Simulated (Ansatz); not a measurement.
Results of the Gaussian-basis code of Ansatz.

`NC(N)(O)F`. The species carries charge 0 and has multiplicity 1. Geometry: relaxed with PBE0-D4/def2-TZVP. It is one conformer, not always the lowest.

```xyz
10

N     0.847   -0.953    0.345
C    -0.169    0.044    0.288
N     0.244    1.067   -0.600
O    -1.450   -0.388   -0.062
F    -0.338    0.483    1.584
H     0.560   -1.694    0.971
H     1.012   -1.338   -0.575
H     1.172    1.387   -0.361
H    -0.408    1.840   -0.569
H    -1.470   -0.449   -1.021
```

(1) What is the dipole moment at PBE/def2-TZVPP? (Estimate.)

(2) And with r2SCAN, B3LYP, ωB97M-V? (Estimate.)

(3) Give the Mulliken charges with PBE, ωB97M-V, B3LYP in def2-TZVPP. (Estimate.)

Results:

(1) The calculation gave: 2.28 D, with components (0.60, -0.22, -2.19) D in this frame, pointing from negative to positive charge.

(2) The calculation gave: r2SCAN 2.35 D, B3LYP 2.39 D, ωB97M-V 2.38 D.

(3) The calculation gave: 
| atom | PBE | ωB97M-V | B3LYP |
| --- | --- | --- | --- |
| N1 | -0.30 | -0.26 | -0.30 |
| C2 | 0.28 | 0.38 | 0.41 |
| N3 | -0.34 | -0.30 | -0.35 |
| O4 | -0.26 | -0.28 | -0.30 |
| F5 | -0.17 | -0.21 | -0.22 |
| H6 | 0.16 | 0.12 | 0.14 |
| H7 | 0.14 | 0.11 | 0.13 |
| H8 | 0.16 | 0.13 | 0.15 |
| H9 | 0.16 | 0.13 | 0.15 |
| H10 | 0.18 | 0.18 | 0.18 |

B3LYP here is the variant with VWN-RPA as its local correlation; programs differ in this.
